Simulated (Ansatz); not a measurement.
Results of HSE06 (Ansatz, an electronic-structure program, PAW) for fluorite BaF2.

Total energies, extrapolated to zero smearing (they compare only within this program, potentials and cutoff; free atoms with spin allowed, lowest state found):

| system | energy (eV/atom) |
|---|---|
| fluorite BaF2, relaxed | -2525.6532 |
| free Ba atom | -5952.5551 |
| free F atom | -804.4715 |

**Question.** Work out the cohesive energy per atom.

**Answer.** E_coh = [1 × (-5952.5551) + 2 × (-804.4715)]/3 − (-2525.6532) = 5.15 eV/atom. The reference value is 5.36 ± 0.03 eV/atom (worked out here from tabulated enthalpies at 298 K, copied from a table, unchecked, brought to a static lattice with a Debye model, atoms in their spin–orbit ground levels; inputs from the CRC Handbook), a difference of -0.21 eV/atom.

The PAW data were made under PBE.
